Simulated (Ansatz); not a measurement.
Ansatz (a quantum-chemistry and plane-wave program) job for carbon tetrachloride (CCl4), SMILES ClC(Cl)(Cl)Cl, CAM-B3LYP/def2-SVPD. Geometry optimised at B3LYP-D3(BJ)/def2-SVP.

Ansatz 0.2 input:
```yaml
crystal:
  periodic: [false, false, false]
  atoms:
    - {symbol: Cl, position_ang: [1.03107866, 1.03107867, -1.03107866]}
    - {symbol: C, position_ang: [-0.00000000, -0.00000000, -0.00000000]}
    - {symbol: Cl, position_ang: [-1.03107867, 1.03107866, 1.03107867]}
    - {symbol: Cl, position_ang: [-1.03107866, -1.03107866, -1.03107867]}
    - {symbol: Cl, position_ang: [1.03107867, -1.03107867, 1.03107866]}
basis:
  gaussian:
    orbitals: def2-SVPD
hamiltonian:
  xc: {name: CAM-B3LYP}
```

Log of the run:

```
WARN ansatz: RAYON_NUM_THREADS=1 ignored (pool sized by the plan → 1); use --threads N
Functional definition: CAM-B3LYP
integrals: 0.10 GiB planned
1182 factors; integrals over basis functions are off by at most 6.1e-4 eV
integrals: 0.19 GiB planned
422 factors; integrals over basis functions are off by at most 1.4e-5 eV
mean field: 0.90 GiB planned
mean field evaluation 1: about -51109.8668 eV, gradient 2.8e1 eV
mean field evaluation 2: about -51107.2400 eV, gradient 4.7e1 eV
mean field evaluation 4: about -51111.7390 eV, gradient 7.2e-1 eV
mean field evaluation 8: about -51111.8128 eV, gradient 8.3e-3 eV
mean field -51111.81278200 eV, -1878.3244749074 hartree, gradient 8.1e-6 eV, S^2 0.000000; 0 other end points of the search recorded, 0 dependent functions left out
reference -51111.81290288 eV, -1878.3244793499 hartree; 37, 37 occupied and 91, 91 virtual orbitals, 1182 factors
Total energy: -51111.81290288 eV, -1878.3244793499 hartree
```

The run converged.
